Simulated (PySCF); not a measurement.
N₂.
SMILES: `N#N`

Method: PySCF 2.14.0, PBE0/6-31+G* geometry optimisation, gas phase.

Take the most abundant isotopes and a rigid rotor. 

**Question.** What are the moment of inertia and the rotational constant?

**Answer.** I = 8.506 u·Å², B = 505379 MHz·u·Å²/I = 59418 MHz (1.9820 cm⁻¹, or 2.852 K as hB/k). For two atoms I = μr² with μ = 7.0015 u and r = 1.1022 Å.

**Question.** List the first levels of a rigid rotor in a Σ state.

**Answer.** E(J) = BJ(J+1): J = 1: 3.964, J = 2: 11.892, J = 3: 23.784, J = 4: 39.639, J = 5: 59.459, J = 6: 83.242 cm⁻¹.

**Question.** Has it a pure rotational spectrum?

**Answer.** Not by electric dipole: D∞h allows no dipole (computed 0.00 D). Rotational Raman lines (ΔJ = 2) lie at B(4J + 6), spaced by 4B = 7.928 cm⁻¹, with nuclear-spin weights that differ between even and odd J.

**Question.** Estimate the classical rotational partition function at 50 K, 200 K and 500 K.

**Answer.** Point group D∞h, symmetry number σ = 2; q = kT/(σhB), k/h = 20836.6 MHz/K: 8.8 at 50 K, 35.1 at 200 K, 87.7 at 500 K.

No frequency check. Constants of a rigid frame at the computed geometry: no zero-point averaging, no centrifugal distortion.
